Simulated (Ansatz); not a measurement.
Reaction (SMILES): C#C (C2H2) → C2H2+ (doublet, bonded as C#C) + e-
B3LYP-D3(BJ)/def2-TZVP geometries, fixed; electronic energies without zero-point terms.

Basis-set convergence of the adiabatic ionisation energy at PBE with Ansatz (a program for electronic structure). All functions are spherical. Open shells are unrestricted. No added dispersion term, no relativity. Functions are those of the species that has most. Reference: the value in aug-pcseg-3, 11.269 eV, itself unsure by roughly 0.002 eV (its mean distance from aug-cc-pVQZ, cc-pV5Z, def2-QZVPPD). Deviations are taken from unrounded values.

```json
[
 {"basis": "def2-SV(P)", "functions": "32", "adiabatic ionisation energy (eV)": "11.187", "minus reference (eV)": "-0.083"},
 {"basis": "cc-pVDZ", "functions": "38", "adiabatic ionisation energy (eV)": "11.115", "minus reference (eV)": "-0.154"},
 {"basis": "def2-SVP", "functions": "38", "adiabatic ionisation energy (eV)": "11.197", "minus reference (eV)": "-0.073"},
 {"basis": "aug-cc-pVDZ", "functions": "64", "adiabatic ionisation energy (eV)": "11.207", "minus reference (eV)": "-0.063"},
 {"basis": "def2-TZVP", "functions": "74", "adiabatic ionisation energy (eV)": "11.246", "minus reference (eV)": "-0.023"},
 {"basis": "cc-pVTZ", "functions": "88", "adiabatic ionisation energy (eV)": "11.246", "minus reference (eV)": "-0.023"},
 {"basis": "def2-TZVPP", "functions": "90", "adiabatic ionisation energy (eV)": "11.253", "minus reference (eV)": "-0.017"},
 {"basis": "jun-cc-pV(T+d)Z", "functions": "106", "adiabatic ionisation energy (eV)": "11.266", "minus reference (eV)": "-0.004"},
 {"basis": "aug-cc-pVTZ", "functions": "138", "adiabatic ionisation energy (eV)": "11.265", "minus reference (eV)": "-0.005"},
 {"basis": "cc-pVQZ", "functions": "170", "adiabatic ionisation energy (eV)": "11.262", "minus reference (eV)": "-0.007"},
 {"basis": "def2-QZVPP", "functions": "174", "adiabatic ionisation energy (eV)": "11.265", "minus reference (eV)": "-0.005"},
 {"basis": "aug-cc-pVQZ", "functions": "252", "adiabatic ionisation energy (eV)": "11.269", "minus reference (eV)": "0.000"},
 {"basis": "cc-pV5Z", "functions": "292", "adiabatic ionisation energy (eV)": "11.268", "minus reference (eV)": "-0.001"}
]
```

The smallest set listed that lies within 0.05 eV of the reference with all its larger relatives (same family, alike in diffuse functions; a set with none counts only in the reference's own line) is def2-TZVP (74 functions, -0.023 eV off).
